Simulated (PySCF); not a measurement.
# Fractional electron number in He (helium, neutral)

The 1s beta orbital of 1s2 is emptied in steps (occupation f), with all orbitals relaxed, ending at 1s1. Computed with PySCF 2.14 in jorge-DZP-DKH (2s1p, 5 functions), with the spin-free X2C one-electron Hamiltonian (Gaussian nucleus). The exact energy is a straight line in f; departures are measured from the line between the end points of the same method.

```
   f  UHF (eV)
   1     0.000
0.75     0.254
 0.5     0.320
0.25     0.227
   0     0.000
```

For UHF, how does the orbital energy at f = 1 compare with the removal energy?

−ε = 24.877 eV against a total-energy difference of 23.444 eV. By Janak's theorem ε = ∂E/∂f, so the gap between them reflects the curvature. Along the path −ε is 24.064 (f = 0.75), 23.372 (f = 0.5), 22.788 (f = 0.25) eV.

Reference removal energy between the ground levels: 24.587 eV (measured; NIST Atomic Spectra Database, ionization energies). UHF lacks correlation.
